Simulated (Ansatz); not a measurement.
A run of Ansatz (development build ahead of 0.2.0) on triplet CH₂ in separate pieces at this shape:

```xyz
3

C     0.0000    0.0000    0.0000
H     0.0000    4.0000    0.0000
H     0.0000   -4.0000    0.0000
```

Its results:

| Quantity | Value |
| --- | --- |
| Converged | yes |
| Total energy | -38.71266 hartree |
| Spin squared of the determinant | 2.000 |
| Stability test | minimum among restricted orbitals |

**Question.** Which input gives this output? Name the method, the orbitals and the basis set, and write the input.

**Answer.** PBE0 (restricted open-shell) in pcseg-2.

```yaml
crystal:
  periodic: [false, false, false]
  atoms:
    - { symbol: C, position_ang: [0.0, 0.0, 0.0] }
    - { symbol: H, position_ang: [0.0, 4.0, 0.0] }
    - { symbol: H, position_ang: [0.0, -4.0, 0.0] }
basis:
  gaussian: { orbitals: pcseg-2 }
magnetization:
  initial_magnetization: 2
hamiltonian:
  xc: pbe0
```

Caution: stretched shape with no unrestricted run beside it, a lower state can exist; charge can spread falsely over distant fragments; other spin multiplicities may lie lower.
